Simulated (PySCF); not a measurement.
HCN + NH₃ → CH₄ + N₂

Level: PBE in the def2-TZVP basis family, all electrons, no relativity, computed in PySCF with density fitting; open shells unrestricted.

| species | state and structure | E (Eh) | ZPE (kJ/mol) | H(298 K) − H(0) (kJ/mol) | S° (J/(mol K)) |
| --- | --- | --- | --- | --- | --- |
| HCN | singlet, C∞v, C–H 1.076 Å, C–N 1.158 Å; H–C–N 180.0° | -93.34719 | 41.6 | 9.2 | 201.7 |
| NH₃ | singlet, C3v, N–H 1.022 Å (×3); H–N–H 106.3° (×3) | -56.50811 | 87.7 | 10.0 | 192.7 |
| CH₄ | singlet, Td, C–H 1.096 Å (×4) | -40.46308 | 114.4 | 10.0 | 186.4 |
| N₂ | singlet, D∞h, N–N 1.103 Å | -109.45201 | 14.1 | 8.7 | 191.6 |

**Question.** What is the electronic reaction energy?

**Answer.** At PBE/def2-TZVP, ΔE = -157.0 kJ/mol from the differences of the total energies times 2625.5, downhill. 

**Question.** Add zero-point, thermal and entropy terms for 298.15 K and 1 bar.

**Answer.** ΔZPE = -0.8 and Δ[H(298) − H(0)] = -0.5 kJ/mol give ΔH° = -158.3 kJ/mol. ΔS° = -16.4 J/(mol K), so ΔG° = -158.3 − 298.15 × (-0.0164) = -153 kJ/mol.

Each species is the lowest minimum found with this bonding; other isomers or fragments can lie lower.
